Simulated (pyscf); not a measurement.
Optimised with ωB97X-D3(BJ)/def2-SVP in PySCF. Correlated levels are frozen-core, on RHF or UHF. ΔMP2 is the change of the MP2 total energy from the triple- to the quadruple-zeta basis.

Q: Estimate by transition-state theory (the high-pressure limit) the rate constant of H₂Si=AsH (SMILES [SiH2]=[AsH]) + SiH₄ (SMILES [SiH4]) -> H₃Si–AsH–SiH₃ (SMILES [SiH3][AsH][SiH3]) (singlet surface; H–Si broken, H–Si, As–Si formed) at 600 K, with CCSD(T)/def2-TZVPP + ΔMP2(QZVPP) energies (ideal gas, 1 atm, RRHO with modes under 100 cm⁻¹ raised to 100, one conformer, R ln 2 for chiral ones without a mode under 150 cm⁻¹; no tunnelling).

A: The electronic barrier is 21.9 kcal/mol and the thermal terms add +22.1, so ΔG‡ = 44.1 kcal/mol. With k_BT/h = 1.25e+13 s⁻¹ and RT = 1.192 kcal/mol, and a volume of 8.18e-20 cm³ per molecule at 1 atm, k = 9.1e-23 cm³ molecule⁻¹ s⁻¹. The product is born with the 59 kcal/mol of the reverse barrier and needs collisions to keep. Wigner's tunnelling factor for 443i cm⁻¹ would be 1.05. A shift of 1 kcal/mol in the barrier changes k by a factor 2.3. At the saddle there is also a short Si–Si contact that neither side keeps. One saddle was located; it need not be the lowest between these sides. The CCSD(T) − MP2 part came from Ansatz, without density fitting, on the same reference. The frozen core leaves the outer d or s,p core shells of the metals and heavy elements correlated in the MP2 and CC values, and def2-TZVPP describes them poorly, which can shift differences by a few kcal/mol. Elements up to Kr have no core potential and no relativistic terms here.
